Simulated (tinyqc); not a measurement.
Worked calculation: UHF in the sto-3g basis, for HF, spin multiplicity 1. This run ends on a higher stationary point, not on the lowest solution. One step of it, computed by the program tinyqc.

Task: Iteration 2: DIIS coefficients. Solve [B -1; -1 0][c; lambda] = [0; -1] for the coefficients, which sum to one.

B (overlaps of the stored error matrices):
```
               1              2
1  3.4745335e-01  5.6110946e-02
2  5.6110946e-02  2.3856113e-02
```

Give: DIIS coefficients.

Result:

DIIS coefficients: -0.124  1.124
